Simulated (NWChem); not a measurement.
Species: SiH$_{4}$; SMILES [SiH4]

```xyz
5

Si     0.0000     0.0000     0.0000
H      0.8618     0.8618    -0.8618
H     -0.8618     0.8618     0.8618
H      0.8618    -0.8618     0.8618
H     -0.8618    -0.8618    -0.8618
```
Atoms are numbered in this order, from 1.

Computed with NWChem. Geometry: optimised at PBE0/def2-SVP.

For level CAM-B3LYP/def2-TZVPD:

| Item | Result |
|---|---|
| highest occupied level (eV) | -11.28 |
| orbital gap (eV) | 12.21 |

Estimate the same quantities for level TPSS/def2-TZVPD.


| Quantity | Result |
|---|---|
| highest occupied level (eV) | -8.76 |
| orbital gap (eV) | 8.77 |
